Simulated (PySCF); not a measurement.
Which functional comes closest?

Molecule: `CC([N+]#[C-])(C)C`, C5H9N.

Numbering as in the mapped SMILES `[C-:1]#[N+:2][C:3]([CH3:4])([CH3:5])[CH3:6]`. Each H is labelled by its parent atom.

Geometry PBE0-D3(BJ)/def2-SVP throughout; GIAO in PySCF 2.14, gas phase, one conformer, non-relativistic; equivalent atoms averaged; basis pcSseg-1.

Reference values (measured; solution, not stated per compound (mostly CDCl3 or CCl4); Pretsch, Buehlmann, Badertscher, Structure Determination of Organic Compounds, 4th ed. (2009)): δ(C3) = 54.0 ppm, δ(C4/C5/C6) = 30.7 ppm, δ(H(C4)/H(C5)/H(C6)) = 1.44 ppm. Computed shifts are taken against TMS, calculated as an isolated molecule at each level.

Problem. How do the functionals HF, LDA, PBE, BLYP, BP86, OPBE, KT2, KT3, B97-D, B3LYP, PBE0, mPW1PW91, WP04, B97-2, BHandHLYP, CAM-B3LYP, wB97X-D, LC-wPBE perform against the reference? Times are CPU seconds on shared hosts with different chips, so compare them loosely.

Solution. 
```csv
functional,kind,C3,C4/C5/C6,H(C4)/H(C5)/H(C6),mean abs. error C,abs. error H,core-s
HF,Hartree–Fock,43.9,31.7,1.35,5.6,0.09,5.5
LDA,LDA,52.9,34.7,1.44,2.6,0.00,17
PBE,GGA,52.2,33.7,1.42,2.4,0.02,21
BLYP,GGA,53.5,34.4,1.43,2.1,0.01,21
BP86,GGA,52.5,33.8,1.43,2.3,0.01,21
OPBE,GGA,49.6,31.3,1.39,2.5,0.05,21
KT2,GGA,52.4,33.5,1.45,2.2,0.01,21
KT3,GGA,51.7,32.3,1.41,1.9,0.03,21
B97-D,GGA,51.9,33.2,1.44,2.3,0.00,21
B3LYP,global hybrid,51.8,33.8,1.41,2.7,0.03,13
PBE0,global hybrid,50.2,33.1,1.40,3.1,0.04,23
mPW1PW91,global hybrid,50.2,33.0,1.40,3.0,0.04,13
WP04,global hybrid,55.5,32.5,1.36,1.7,0.08,14
B97-2,global hybrid,50.1,32.7,1.40,3.0,0.04,13
BHandHLYP,global hybrid,49.1,33.2,1.39,3.7,0.05,13
CAM-B3LYP,range-separated hybrid,50.7,33.7,1.40,3.2,0.04,17
wB97X-D,range-separated hybrid,50.0,33.4,1.40,3.3,0.04,17
LC-wPBE,range-separated hybrid,48.2,32.3,1.37,3.7,0.07,23
```

For 13C the closest is WP04 (1.7 ppm, with KT3 practically level) and the furthest HF (5.6 ppm).

For 1H the closest is LDA (0.00 ppm, with B97-D, BLYP, BP86, KT2, PBE practically level) and the furthest HF (0.09 ppm). One molecule is a small sample, and vibrational and solvent effects are absent from the calculation.
